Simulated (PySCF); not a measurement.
# BS: from the state search to spectroscopic constants

The task here is to estimate one member of a computed series from the others.

The runs use PySCF 2.14.0; B def2-SVPD, S def2-SVPD, no relativity.

The first run:

Settings of the job:

```yaml
atoms: B, S
charge: 0
basis: B def2-SVPD, S def2-SVPD
Hamiltonian: no relativity
basis_functions: 47
electrons_treated: 21
masses_in_u: 11.0093, 31.9721
levels: PBE0, PBE, r²SCAN, M06, M06-L, BLYP, HF, MP2, SCS-MP2, CCSD, CCSD(T)
grid: 80 radial by 434 angular points
occupations: held fixed by the projection of orbital angular momentum
dissociation_limit: B + S, each in its ground configuration
starting_distance_in_angstrom: 1.800
values_of_2S_to_try: 1, 3
```

Launch:

```
$ OMP_NUM_THREADS=1 python dia.py task.json out
```

Among the steps run: Set-up; PBE0 along the bond; Higher solutions at PBE0; PBE; r²SCAN; M06; M06-L; BLYP (GGA); ROHF; Adding correlation.

One table of the session follows, with a row left open; its other results are not shown here.

Energy (eV) from each level's lowest point:

| R (Å) | ROHF | ROHF-MP2 | ROHF-SCS-MP2 | ROHF-CCSD | ROHF-CCSD(T) |
| --- | --- | --- | --- | --- | --- |
| 1.391 | 1.574 | 1.788 | 1.782 | n/a | n/a |
| 1.456 | 0.674 | 0.827 | 0.823 | 0.817 | 0.874 |
| 1.521 | 0.185 | 0.277 | 0.275 | 0.272 | 0.308 |
| 1.569 | 0.024 | 0.070 | 0.069 | 0.068 | 0.086 |
| 1.618 | 0.000 | 0.000 | 0.000 | 0.000 | 0.000 |
| 1.667 | 0.083 | 0.038 | 0.038 | 0.039 | 0.020 |
| 1.731 | 0.320 | 0.216 | 0.216 | 0.217 | 0.171 |
| 1.812 | ? | ? | ? | ? | ? |
| 1.909 | 1.387 | 1.160 | 1.152 | 1.129 | 1.007 |
| 2.039 | 2.284 | 2.050 | 2.018 | n/a | n/a |

Estimate the missing values for R (Å) = 1.812.

Worked estimate for «ROHF». A straight line through the neighbours (1.731, 0.320) and (1.909, 1.387) gives 0.320 + (1.387 − 0.320) × (1.812 − 1.731) / (1.909 − 1.731) = 0.806; a parabola fitted to 4 rows on both sides gives 0.778.

**Answer.** ROHF: 0.754; ROHF-MP2: 0.584; ROHF-SCS-MP2: 0.583; ROHF-CCSD: 0.579; ROHF-CCSD(T): 0.497. In «ROHF» the line misses by +0.052 and the parabola by +0.024.

Limits of these values: Lowest PBE0 solution found, without spin–orbit coupling: ²Σ⁺ (doublet), unpaired electrons σ ↑. Warnings in the runs' records: inverted.
